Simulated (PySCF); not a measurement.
Level of theory: B3LYP in PySCF with C def2-TZVP; no relativity; density-fitted integrals.

```xyz
4
charge 0 multiplicity 1, angstrom
C     0.5253    0.0219    0.5300
C     0.8755    0.0150   -0.8685
C    -0.5253   -0.0219   -0.5300
C    -0.8755   -0.0150    0.8685
```

C₄ (singlet), along the line from C1 (at 0) through C2 (at 1.442 Å).

Q: Tabulate the fields along this line at -0.50, -0.43, -0.36, -0.29, -0.22, -0.14, -0.07, 0.07, 0.14, 0.22, 0.29, 0.36, 0.43, 0.50, 0.58, 0.65, 0.72, 0.79, 0.86, 0.94, 1.01, 1.08, 1.15, 1.23, 1.30, 1.37, 1.51, 1.59, 1.66, 1.73, 1.80, 1.87, 1.95, 2.02, 2.09, 2.16, 2.23, 2.31 Å.

A: 
```tsv
distance (Å)	electron density (e/Å³)	electron localisation function	electrostatic potential (V)
-0.50	1.64	0.76	37.1
-0.43	1.94	0.512	53.1
-0.36	2.36	0.184	77.5
-0.29	3.55	0.0932	116
-0.22	9.09	0.376	185
-0.14	36.3	0.975	337
-0.07	170	1	863
0.07	171	1	863
0.14	36.7	0.978	338
0.22	9.2	0.394	187
0.29	3.6	0.0873	118
0.36	2.48	0.169	80
0.43	2.22	0.495	56.5
0.50	2.1	0.747	41.5
0.58	2	0.837	32.4
0.65	1.92	0.867	27.4
0.72	1.89	0.874	26
0.79	1.89	0.866	27.7
0.86	1.94	0.836	33
0.94	2.01	0.743	42.4
1.01	2.11	0.479	57.5
1.08	2.36	0.157	81.2
1.15	3.5	0.0888	119
1.23	9.22	0.441	188
1.30	37	0.983	338
1.37	172	1	863
1.51	170	1	863
1.59	36.1	0.971	336
1.66	9.11	0.351	184
1.73	3.72	0.107	115
1.80	2.55	0.269	75.3
1.87	2.12	0.703	50.7
1.95	1.77	0.911	34.4
2.02	1.43	0.962	23.4
2.09	1.14	0.977	15.8
2.16	0.891	0.982	10.6
2.23	0.688	0.984	6.92
2.31	0.526	0.984	4.38
```

On a grid of 0.07 Å the density has a local minimum along the bond near 0.72 Å from C, at 1.89 e/Å³, where the ELF is 0.87.
